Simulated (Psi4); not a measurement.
# SO2 (sulfur dioxide) at B2PLYP/def2-TZVP (density fitting, density fitting for correlation, sweep point 6)

What is the vertical singlet–triplet gap of SO2 (sulfur dioxide) at B2PLYP/def2-TZVP (density fitting, density fitting for correlation, sweep point 6)? Input form: a Python script.

The results are computed with Psi4 1.11.

4 further runs of the same task are left out: 4 set aside as unsound or not needed.

### 1 Starting point

SO2 has 3 atoms, charge 0, and is taken as a singlet. As SMILES, `O=S=O`. The coordinates come from a PBE0-D4/def2-TZVP relaxation.

Bond lengths: O1–S2 1.431 Å, S2–O3 1.431 Å. Angles: O1–S2–O3 118.9°.

### 2 The energy at B2PLYP/def2-TZVP (density fitting, density fitting for correlation, sweep point 6)

Input file o2s.py:

```python
import psi4

psi4.set_memory('1600 MB')
psi4.set_num_threads(1)
psi4.set_output_file('o2s.out', False)

m = psi4.geometry("""
0 1
O     -0.974420     0.645900    -0.459510
S      0.269520     0.357380     0.186790
O      0.704900    -1.003280     0.272720
symmetry c1
""")

psi4.set_options({
    'puream': True,
    'scf_type': 'df',
    'num_frozen_docc': 7,
    'dft_radial_points': 99,
    'dft_spherical_points': 590,
})

E = psi4.energy('b2plyp/def2-TZVP', molecule=m)
print('E =', round(E, 9))
```

On the command line:

```console
$ python o2s.py
```

o2s.out, cut to the lines that bear on the results:

```text
[...]
  Running in c1 symmetry.
[...]
  Nuclear repulsion =  108.393821834018610
[...]
  Multiplicity = 1
[...]
  Nalpha       = 16
  Nbeta        = 16
[...]
    Number of basis functions: 99
[...]
   @DF-RKS iter   1:  -548.09707336969666    2.66546e-02   7.24981e-03 DIIS/ADIIS
[...]
   @DF-RKS iter   8:  -548.27655082172919   -1.53159e-08   3.20299e-07 DIIS
[...]
    Orbital Energies [Eh]
    ---------------------
    Doubly Occupied:
       1A    -90.348578     2A    -19.787397     3A    -19.787371
       4A     -8.533078     5A     -6.380370     6A     -6.378537
       7A     -6.375306     8A     -1.299683     9A     -1.201576
      10A     -0.734845    11A     -0.582377    12A     -0.579536
      13A     -0.569777    14A     -0.441039    15A     -0.440437
      16A     -0.405383
[...]
  @DF-RKS Final Energy:  -548.27655082172919
   => Energetics <=
    Nuclear Repulsion Energy =            108.3938218340186097
    One-Electron Energy =                -970.9819872817992064
    Two-Electron Energy =                 334.8028690063692920
    DFT Exchange-Correlation Energy =     -20.4912543803178337
    Empirical Dispersion Energy =           0.0000000000000000
    VV10 Nonlocal Energy =                  0.0000000000000000
    Total Energy =                       -548.2765508217291881
[...]
 Multipole Moments:
 ------------------------------------------------------------------------------------
     Multipole            Electronic (a.u.)      Nuclear  (a.u.)        Total (a.u.)
 ------------------------------------------------------------------------------------
 L = 1.  Multiply by 2.5417464519 to convert [e a0] to [Debye]
 Dipole X            :          0.5010074            0.0041056            0.5051130
 Dipole Y            :          0.5517863            0.0045215            0.5563077
 Dipole Z            :         -0.0000000            0.0000000           -0.0000000
 Magnitude           :                                                    0.7514103
[...]
```

The script printed:

```text
E = -548.495303278
```

It took 9 s on 1 thread of Intel Xeon at 2.70GHz, shared host; peak memory 0.62 GiB.

### 3 The triplet, same level

Input file o2s.py:

```python
import psi4

psi4.set_memory(1600000000)
psi4.set_num_threads(1)
psi4.core.set_output_file('output.dat', False)

geom = psi4.geometry("""
0 3
O     -0.974420     0.645900    -0.459510
S      0.269520     0.357380     0.186790
O      0.704900    -1.003280     0.272720
symmetry c1
""")

psi4.set_options({
    'basis': 'def2-TZVP',
    'reference': 'uks',
    'puream': True,
    'scf_type': 'df',
    'num_frozen_docc': 7,
    'dft_radial_points': 99,
    'dft_spherical_points': 590,
    'maxiter': 100,
})

E, wfn = psi4.energy("b2plyp", return_wfn=True)
print(f'b2plyp energy: {E:.10f} Eh')
for k, v in sorted(psi4.core.scalar_variables().items()):
    print(f'{k:45s} {v:18.10f}')
```

On the command line:

```console
$ python o2s.py
```

output.dat, cut to the lines that bear on the results:

```text
[...]
  Running in c1 symmetry.
[...]
  Nuclear repulsion =  108.393821834018610
[...]
  Multiplicity = 3
[...]
  Nalpha       = 17
  Nbeta        = 15
[...]
    Number of basis functions: 99
[...]
   @DF-UKS iter   1:  -547.99216085340515    1.31567e-01   6.90827e-03 ADIIS/DIIS
[...]
   @DF-UKS iter  10:  -548.16664519383016   -4.79279e-08   4.99817e-07 DIIS
[...]
   @S^2 Observed:                2.030888642E+00
[...]
    Orbital Energies [Eh]
    ---------------------
    Alpha Occupied:
       1A    -90.326528     2A    -19.806377     3A    -19.806334
       4A     -8.518635     5A     -6.368757     6A     -6.365898
       7A     -6.362328     8A     -1.326464     9A     -1.235796
      10A     -0.779039    11A     -0.615797    12A     -0.611273
      13A     -0.600890    14A     -0.504452    15A     -0.467519
      16A     -0.461778    17A     -0.288970
    Alpha Virtual:
      18A      0.089603    19A      0.102160    20A      0.269329
      21A      0.271889    22A      0.336318    23A      0.366732
      24A      0.384252    25A      0.424543    26A      0.449843
[...]
  @DF-UKS Final Energy:  -548.16664519383016
   => Energetics <=
    Nuclear Repulsion Energy =            108.3938218340186097
    One-Electron Energy =                -970.9165828324299810
    Two-Electron Energy =                 334.8622047750456545
    DFT Exchange-Correlation Energy =     -20.5060889704644680
    Empirical Dispersion Energy =           0.0000000000000000
    VV10 Nonlocal Energy =                  0.0000000000000000
    Total Energy =                       -548.1666451938302771
[...]
 Multipole Moments:
 ------------------------------------------------------------------------------------
     Multipole            Electronic (a.u.)      Nuclear  (a.u.)        Total (a.u.)
 ------------------------------------------------------------------------------------
 L = 1.  Multiply by 2.5417464519 to convert [e a0] to [Debye]
 Dipole X            :          0.4005315            0.0041056            0.4046371
 Dipole Y            :          0.4412570            0.0045215            0.4457785
 Dipole Z            :         -0.0000000            0.0000000           -0.0000000
 Magnitude           :                                                    0.6020379
[...]
```

The script printed:

```text
b2plyp energy: -548.3721545736 Eh
B2PLYP DOUBLE-HYBRID CORRECTION ENERGY             -0.2055093798
B2PLYP TOTAL ENERGY                              -548.3721545736
CURRENT ENERGY                                   -548.3721545736
CURRENT REFERENCE ENERGY                         -548.1666451938
DD SOLVATION ENERGY                                 0.0000000000
DFT FUNCTIONAL TOTAL ENERGY                      -548.1666451938
DFT TOTAL ENERGY                                 -548.3721545736
DFT VV10 ENERGY                                     0.0000000000
DFT XC ENERGY                                     -20.5060889705
DOUBLE-HYBRID CORRECTION ENERGY                    -0.2055093798
GRID ELECTRONS ALPHA                               16.9999999772
GRID ELECTRONS BETA                                15.0000000538
GRID ELECTRONS TOTAL                               32.0000000310
NUCLEAR REPULSION ENERGY                          108.3938218340
ONE-ELECTRON ENERGY                              -970.9165828324
PCM POLARIZATION ENERGY                             0.0000000000
PE ENERGY                                           0.0000000000
SCF ITERATION ENERGY                             -548.1666451938
SCF ITERATIONS                                     10.0000000000
SCF TOTAL ENERGY                                 -548.1666451938
TWO-ELECTRON ENERGY                               334.8622047750
XC GRID RADIAL POINTS                              99.0000000000
XC GRID SPHERICAL POINTS                          590.0000000000
XC GRID TOTAL POINTS                           166367.0000000000
```

It took 12 s on 1 thread of Intel Xeon at 2.70GHz, shared host; peak memory 0.63 GiB.

### 4 Outcome

At B2PLYP/def2-TZVP (density fitting, density fitting for correlation, sweep point 6), 7 core orbitals frozen:

```
                                                         quantity          value
                                            singlet: total energy  -548.49530 Eh
                       singlet: HOMO energy (SCF part's orbitals)      -11.03 eV
                       singlet: LUMO energy (SCF part's orbitals)       -1.98 eV
                     singlet: HOMO–LUMO gap (SCF part's orbitals)        9.05 eV
                                            triplet: total energy  -548.37215 Eh
triplet: HOMO energy (SCF part's orbitals) (highest over α and β)       -7.86 eV
 triplet: LUMO energy (SCF part's orbitals) (lowest over α and β)       -4.81 eV
                                                    triplet: ⟨S²⟩          2.031
                 vertical energy of the triplet above the singlet       3.351 eV
```

In words: At this shape the triplet lies 3.35 eV (77 kcal/mol) above the singlet.
